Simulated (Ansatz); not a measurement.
Basis-set extrapolation for CH$_{6}$N$_{3}$+, SMILES `NC(N)=[NH2+]` (PBE0-D4/def2-TZVP geometry, frozen core, Ansatz 0.2.0). Multiplicity 1, RHF reference.

```tsv
	def2-TZVPP	def2-QZVPP
HF	-204.621771	-204.630837
MP2 correlation	-0.770756	-0.825272
CCSD(T) correlation	-0.827118	not run
```

Energies in hartree. Use E(X) = E(∞) + A·exp(−7.88·√X) for Hartree–Fock and E(X) = E(∞) + B·X^(−2.97) for correlation, with X = 3 and 4, and add CCSD(T) minus MP2 of the smaller set to the MP2 limit.

Task: What is the CCSD(T) energy at the basis-set limit?

Result: HF limit: -204.630837 + (-0.009066) × 0.13774 = -204.63209. MP2 limit: -0.825272 + (-0.054516) × 0.74074 = -0.86565. Higher-order term: -0.827118 − (-0.770756) = -0.05636. Total: -205.55410 hartree, 276.2 kJ/mol below CCSD(T)/def2-TZVPP.
